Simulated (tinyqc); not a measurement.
Worked calculation: ROHF in the sto-3g basis, for CH2, spin multiplicity 3. One step of it, computed by the program tinyqc.

Problem. Iteration 2: building the Fock matrix. J_ij = sum D_kl (ij|kl) with D = D(alpha) + D(beta), K_ij = sum D_kl (ik|jl) for each spin; F = H + J - K(s); E = tr D H + tr D J / 2 - 0.5 sum_s tr D(s) K(s) + E_nn.

D(alpha) after iteration 1, order 1C 1s, 1C 2s, 1C 2px, 1C 2py, 1C 2pz, 2H 1s, 3H 1s:
$$\begin{pmatrix}
1.069190 & -0.292632 & 0.000000 & -0.008194 & 0.039659 & 0.040065 & 0.029245 \\
-0.292632 & 1.283989 & 0.000000 & 0.039388 & -0.221527 & -0.288058 & -0.249769 \\
0.000000 & 0.000000 & 1.000000 & 0.000000 & 0.000000 & 0.000000 & 0.000000 \\
-0.008194 & 0.039388 & 0.000000 & 0.229476 & -0.018952 & 0.226249 & -0.259486 \\
0.039659 & -0.221527 & 0.000000 & -0.018952 & 0.212186 & 0.271137 & 0.257739 \\
0.040065 & -0.288058 & 0.000000 & 0.226249 & 0.271137 & 0.622683 & 0.068501 \\
0.029245 & -0.249769 & 0.000000 & -0.259486 & 0.257739 & 0.068501 & 0.560251
\end{pmatrix}$$

D(beta) after iteration 1, order 1C 1s, 1C 2s, 1C 2px, 1C 2py, 1C 2pz, 2H 1s, 3H 1s:
$$\begin{pmatrix}
1.022755 & -0.086703 & 0.000000 & 0.001553 & -0.044154 & -0.067502 & -0.070411 \\
-0.086703 & 0.370735 & 0.000000 & -0.003840 & 0.150166 & 0.188982 & 0.192187 \\
0.000000 & 0.000000 & 0.000000 & 0.000000 & 0.000000 & 0.000000 & 0.000000 \\
0.001553 & -0.003840 & 0.000000 & 0.227430 & -0.001358 & 0.248829 & -0.238566 \\
-0.044154 & 0.150166 & 0.000000 & -0.001358 & 0.060907 & 0.076982 & 0.077863 \\
-0.067502 & 0.188982 & 0.000000 & 0.248829 & 0.076982 & 0.373501 & -0.162356 \\
-0.070411 & 0.192187 & 0.000000 & -0.238566 & 0.077863 & -0.162356 & 0.346373
\end{pmatrix}$$

core Hamiltonian H = T + V (hartree), order 1C 1s, 1C 2s, 1C 2px, 1C 2py, 1C 2pz, 2H 1s, 3H 1s:
$$\begin{pmatrix}
-18.601580 & -4.486733 & 0.000000 & 0.000785 & -0.015450 & -0.723948 & -0.810289 \\
-4.486733 & -5.546699 & 0.000000 & 0.007066 & -0.168344 & -1.826810 & -1.970594 \\
0.000000 & 0.000000 & -4.436258 & 0.000000 & 0.000000 & 0.000000 & 0.000000 \\
0.000785 & 0.007066 & 0.000000 & -4.554761 & 0.003983 & -1.272671 & 1.351268 \\
-0.015450 & -0.168344 & 0.000000 & 0.003983 & -4.506224 & -1.014503 & -1.076085 \\
-0.723948 & -1.826810 & 0.000000 & -1.272671 & -1.014503 & -3.177393 & -0.523955 \\
-0.810289 & -1.970594 & 0.000000 & 1.351268 & -1.076085 & -0.523955 & -3.269202
\end{pmatrix}$$

Two-electron integrals (ij|kl) in chemists' order, unique and non-zero (hartree):
```
(11|11) 3.541948    (21|11) 0.576921    (21|21) 0.111888    (22|11) 0.854682
(22|21) 0.205284    (22|22) 0.624709    (31|31) 0.020296    (32|31) 0.030858
(32|32) 0.137996    (33|11) 0.852436    (33|21) 0.205335    (33|22) 0.624568
(33|33) 0.672833    (41|41) 0.020296    (42|41) 0.030858    (42|42) 0.137996
(43|43) 0.036269    (44|11) 0.852436    (44|21) 0.205335    (44|22) 0.624568
(44|33) 0.600295    (44|44) 0.672833    (51|51) 0.020296    (52|51) 0.030858
(52|52) 0.137996    (53|53) 0.036269    (54|54) 0.036269    (55|11) 0.852436
(55|21) 0.205335    (55|22) 0.624568    (55|33) 0.600295    (55|44) 0.600295
(55|55) 0.672833    (61|11) 0.092435    (61|21) 0.017832    (61|22) 0.032705
(61|33) 0.032596    (61|41) 0.000842    (61|42) 0.001584    (61|44) 0.032808
(61|51) 0.000647    (61|52) 0.001217    (61|54) 0.000163    (61|55) 0.032721
(61|61) 0.002903    (62|11) 0.242985    (62|21) 0.059247    (62|22) 0.201121
(62|33) 0.196113    (62|41) 0.004452    (62|42) 0.032002    (62|44) 0.205436
(62|51) 0.003421    (62|52) 0.024590    (62|54) 0.007164    (62|55) 0.201617
(62|61) 0.009861    (62|62) 0.088336    (63|31) 0.005744    (63|32) 0.031141
(63|43) 0.006087    (63|53) 0.004677    (63|63) 0.010245    (64|11) 0.171003
(64|21) 0.042206    (64|22) 0.151918    (64|33) 0.144360    (64|41) 0.008476
(64|42) 0.053319    (64|44) 0.163028    (64|51) 0.002099    (64|52) 0.017042
(64|54) 0.009667    (64|55) 0.148195    (64|61) 0.007318    (64|62) 0.079126
(64|64) 0.079833    (65|11) 0.131399    (65|21) 0.032431    (65|22) 0.116734
(65|33) 0.110926    (65|41) 0.002099    (65|42) 0.017042    (65|44) 0.115917
(65|51) 0.007357    (65|52) 0.044236    (65|54) 0.009921    (65|55) 0.123227
(65|61) 0.005623    (65|62) 0.060801    (65|64) 0.053471    (65|65) 0.051332
(66|11) 0.407413    (66|21) 0.100990    (66|22) 0.391409    (66|33) 0.371275
(66|41) 0.008936    (66|42) 0.088022    (66|44) 0.408918    (66|51) 0.006867
(66|52) 0.067636    (66|54) 0.028925    (66|55) 0.393501    (66|61) 0.016992
(66|62) 0.224712    (66|64) 0.221517    (66|65) 0.170214    (66|66) 0.774606
(71|11) 0.103538    (71|21) 0.019970    (71|22) 0.036613    (71|33) 0.036489
(71|41) -0.000954   (71|42) -0.001787   (71|44) 0.036732    (71|51) 0.000733
(71|52) 0.001373    (71|54) -0.000186   (71|55) 0.036632    (71|61) 0.003166
(71|62) 0.010453    (71|64) 0.007119    (71|65) 0.005975    (71|66) 0.017784
(71|71) 0.003643    (72|11) 0.263504    (72|21) 0.064211    (72|22) 0.216911
(72|33) 0.211572    (72|41) -0.004838   (72|42) -0.034250   (72|44) 0.221511
(72|51) 0.003717    (72|52) 0.026317    (72|54) -0.007637   (72|55) 0.217440
(72|61) 0.010120    (72|62) 0.068168    (72|64) 0.044137    (72|65) 0.045655
(72|66) 0.134506    (72|71) 0.011967    (72|72) 0.101233    (73|31) 0.006333
(73|32) 0.034001    (73|43) -0.006581   (73|53) 0.005056    (73|63) 0.007504
(73|73) 0.011991    (74|11) -0.182793   (74|21) -0.045099   (74|22) -0.161539
(74|33) -0.153456   (74|41) 0.009274    (74|42) 0.057512    (74|44) -0.173477
(74|51) -0.002260   (74|52) -0.018065   (74|54) 0.010327    (74|55) -0.157506
(74|61) -0.006788   (74|62) -0.043247   (74|64) -0.021421   (74|65) -0.028468
(74|66) -0.079766   (74|71) -0.008773   (74|72) -0.089458   (74|74) 0.089607
(75|11) 0.140452    (75|21) 0.034652    (75|22) 0.124122    (75|33) 0.117911
(75|41) -0.002260   (75|42) -0.018065   (75|44) 0.123182    (75|51) 0.008070
(75|52) 0.047881    (75|54) -0.010631   (75|55) 0.131135    (75|61) 0.005709
(75|62) 0.045206    (75|64) 0.028710    (75|65) 0.037164    (75|66) 0.094407
(75|71) 0.006741    (75|72) 0.068736    (75|74) -0.059637   (75|75) 0.057815
(76|11) 0.063531    (76|21) 0.015590    (76|22) 0.055808    (76|33) 0.054057
(76|41) 0.000012    (76|42) 0.000153    (76|44) 0.055493    (76|51) 0.001422
(76|52) 0.011297    (76|54) 0.000044    (76|55) 0.057815    (76|61) 0.002550
(76|62) 0.022787    (76|64) 0.017781    (76|65) 0.017169    (76|66) 0.055931
(76|71) 0.002853    (76|72) 0.024192    (76|74) -0.018476   (76|75) 0.018031
(76|76) 0.007348    (77|11) 0.422640    (77|21) 0.104721    (77|22) 0.403386
(77|33) 0.382322    (77|41) -0.009527   (77|42) -0.091798   (77|44) 0.421724
(77|51) 0.007320    (77|52) 0.070535    (77|54) -0.030275   (77|55) 0.405584
(77|61) 0.016469    (77|62) 0.128381    (77|64) 0.077521    (77|65) 0.091145
(77|66) 0.263795    (77|71) 0.019759    (77|72) 0.242981    (77|74) -0.236602
(77|75) 0.181797    (77|76) 0.055931    (77|77) 0.774606
```

nuclear repulsion = 5.30445193 hartree

Give: Coulomb J; exchange K(alpha); exchange K(beta); F(alpha); F(beta); total energy of this density.

Solution.

Coulomb J (hartree), order 1C 1s, 1C 2s, 1C 2px, 1C 2py, 1C 2pz, 2H 1s, 3H 1s:
$$\begin{pmatrix}
11.076 & 2.119 & 0.000 & 0.001 & 0.022 & 0.340 & 0.380 \\
2.119 & 4.892 & 0.000 & 0.005 & 0.198 & 1.640 & 1.760 \\
0.000 & 0.000 & 4.857 & 0.000 & 0.000 & 0.000 & 0.000 \\
0.001 & 0.005 & 0.000 & 4.932 & -0.002 & 1.257 & -1.325 \\
0.022 & 0.198 & 0.000 & -0.002 & 4.870 & 1.006 & 1.064 \\
0.340 & 1.640 & 0.000 & 1.257 & 1.006 & 3.494 & 0.464 \\
0.380 & 1.760 & 0.000 & -1.325 & 1.064 & 0.464 & 3.536
\end{pmatrix}$$

exchange K(alpha) (hartree), order 1C 1s, 1C 2s, 1C 2px, 1C 2py, 1C 2pz, 2H 1s, 3H 1s:
$$\begin{pmatrix}
3.621 & 0.629 & 0.000 & 0.000 & 0.005 & 0.106 & 0.118 \\
0.629 & 0.965 & 0.000 & 0.010 & -0.006 & 0.356 & 0.381 \\
0.000 & 0.000 & 0.861 & 0.000 & 0.000 & 0.000 & 0.000 \\
0.000 & 0.010 & 0.000 & 0.592 & -0.020 & 0.291 & -0.304 \\
0.005 & -0.006 & 0.000 & -0.020 & 0.534 & 0.239 & 0.245 \\
0.106 & 0.356 & 0.000 & 0.291 & 0.239 & 0.675 & 0.107 \\
0.118 & 0.381 & 0.000 & -0.304 & 0.245 & 0.107 & 0.667
\end{pmatrix}$$

exchange K(beta) (hartree), order 1C 1s, 1C 2s, 1C 2px, 1C 2py, 1C 2pz, 2H 1s, 3H 1s:
$$\begin{pmatrix}
3.560 & 0.599 & 0.000 & 0.000 & 0.002 & 0.097 & 0.109 \\
0.599 & 0.579 & 0.000 & -0.009 & 0.238 & 0.336 & 0.356 \\
0.000 & 0.000 & 0.113 & 0.000 & 0.000 & 0.000 & 0.000 \\
0.000 & -0.009 & 0.000 & 0.496 & -0.004 & 0.279 & -0.287 \\
0.002 & 0.238 & 0.000 & -0.004 & 0.225 & 0.195 & 0.204 \\
0.097 & 0.336 & 0.000 & 0.279 & 0.195 & 0.568 & 0.077 \\
0.109 & 0.356 & 0.000 & -0.287 & 0.204 & 0.077 & 0.571
\end{pmatrix}$$

F(alpha) (hartree), order 1C 1s, 1C 2s, 1C 2px, 1C 2py, 1C 2pz, 2H 1s, 3H 1s:
$$\begin{pmatrix}
-11.147 & -2.997 & 0.000 & 0.002 & 0.002 & -0.490 & -0.548 \\
-2.997 & -1.620 & 0.000 & 0.002 & 0.035 & -0.543 & -0.592 \\
0.000 & 0.000 & -0.441 & 0.000 & 0.000 & 0.000 & 0.000 \\
0.002 & 0.002 & 0.000 & -0.215 & 0.022 & -0.307 & 0.330 \\
0.002 & 0.035 & 0.000 & 0.022 & -0.170 & -0.247 & -0.257 \\
-0.490 & -0.543 & 0.000 & -0.307 & -0.247 & -0.358 & -0.168 \\
-0.548 & -0.592 & 0.000 & 0.330 & -0.257 & -0.168 & -0.400
\end{pmatrix}$$

F(beta) (hartree), order 1C 1s, 1C 2s, 1C 2px, 1C 2py, 1C 2pz, 2H 1s, 3H 1s:
$$\begin{pmatrix}
-11.085 & -2.967 & 0.000 & 0.001 & 0.005 & -0.482 & -0.539 \\
-2.967 & -1.234 & 0.000 & 0.021 & -0.208 & -0.523 & -0.567 \\
0.000 & 0.000 & 0.307 & 0.000 & 0.000 & 0.000 & 0.000 \\
0.001 & 0.021 & 0.000 & -0.119 & 0.006 & -0.295 & 0.313 \\
0.005 & -0.208 & 0.000 & 0.006 & 0.138 & -0.203 & -0.216 \\
-0.482 & -0.523 & 0.000 & -0.295 & -0.203 & -0.251 & -0.138 \\
-0.539 & -0.567 & 0.000 & 0.313 & -0.216 & -0.138 & -0.304
\end{pmatrix}$$

total energy of this density = -38.28497 hartree
